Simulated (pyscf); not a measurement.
Thermochemistry of product channels of GeH₄ + CH₃• on the doublet surface, in kcal/mol, from ωB97M-D3(BJ)/def2-TZVP energies (ideal gas, 1 atm, RRHO with modes under 100 cm⁻¹ raised to 100, one conformer, R ln 2 for rigid chiral ones). Single points on ωB97X-D3(BJ)/def2-SVP structures (PySCF, gas phase).

```
products                      ΔE  ΔH(298 K)  ΔG(298 K)  ΔG(1200 K)
-------------------------  -----  ---------  ---------  ----------
GeH₂ [singlet] + CH₄ + H•    [?]      +37.7      +30.0         [?]
H₃C–GeH₃ + H•                [?]       +6.1       +8.2       +12.6
H₃C–GeH₂• + H₂             -12.8      -12.0      -12.0       -13.4
GeH₃• + CH₄                -23.5      -20.3      -20.5       -19.7
```

Problem. Some entries are withheld; supply them.

Solution. 
- GeH₂ [singlet] + CH₄ + H•, ΔE: +38.9
- GeH₂ [singlet] + CH₄ + H•, ΔG(1200 K): +6.3
- H₃C–GeH₃ + H•, ΔE: +6.2

These are energies of the channels, which say nothing of barriers. Elements up to Kr have no core potential and no relativistic terms here.
